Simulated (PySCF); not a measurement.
Functional benchmark on one molecule

Molecule: (CH3)2CHCH2F (SMILES CC(C)CF).

Atom-mapped SMILES (the numbers label the heavy atoms): `[CH3:1][CH:2]([CH3:3])[CH2:4][F:5]`. Hydrogens are named by the atom that carries them.

Geometry PBE0-D3(BJ)/def2-SVP throughout; GIAO in PySCF 2.14.0 with density-fitted response routines, gas phase, one conformer, non-relativistic; equivalent atoms averaged; basis pcSseg-1.

Reference values (measured; G. Saielli, R. Bini, A. Bagno, Computational 19F NMR. 2. Organic compounds, RSC Adv. 2014, ESI (exp. from Berger-Braun-Kalinowski 1994 and Everett 1995)): δ(F5) = -220.3 ppm vs CFCl3. Computed shifts are taken against CFCl3, calculated as an isolated molecule at each level.

**Question.** How do the functionals HF, LDA, PBE, BLYP, BP86, OPBE, KT2, KT3, B97-D, B3LYP, PBE0, mPW1PW91, WP04, B97-2, BHandHLYP, CAM-B3LYP, wB97X-D, LC-wPBE perform against the reference? Times are CPU seconds on 1 thread of an Arm Neoverse V1, shared host; the GGAs took longer than the global hybrids here, which isn't the general rule, and the cause wasn't traced.

**Answer.** 
```
functional                    kind      F5  abs. error F  core-s
        HF            Hartree–Fock  -216.7           3.6       4
       LDA                     LDA  -292.1          71.8      12
       PBE                     GGA  -278.2          57.9      15
      BLYP                     GGA  -274.6          54.3      14
      BP86                     GGA  -279.5          59.2      15
      OPBE                     GGA  -266.5          46.2      15
       KT2                     GGA  -283.7          63.4      16
       KT3                     GGA  -268.8          48.5      16
     B97-D                     GGA  -268.0          47.7      15
     B3LYP           global hybrid  -260.4          40.1     9.2
      PBE0           global hybrid  -259.6          39.3      10
  mPW1PW91           global hybrid  -258.7          38.4     9.2
      WP04           global hybrid  -247.4          27.1     8.8
     B97-2           global hybrid  -255.8          35.5     8.7
 BHandHLYP           global hybrid  -242.0          21.7     8.7
 CAM-B3LYP  range-separated hybrid  -251.3          31.0      12
   wB97X-D  range-separated hybrid  -252.4          32.1      12
   LC-wPBE  range-separated hybrid  -240.1          19.8      18
```

For 19F the closest is HF (3.6 ppm) and the furthest LDA (71.8 ppm). One molecule is a small sample, and vibrational and solvent effects are absent from the calculation.
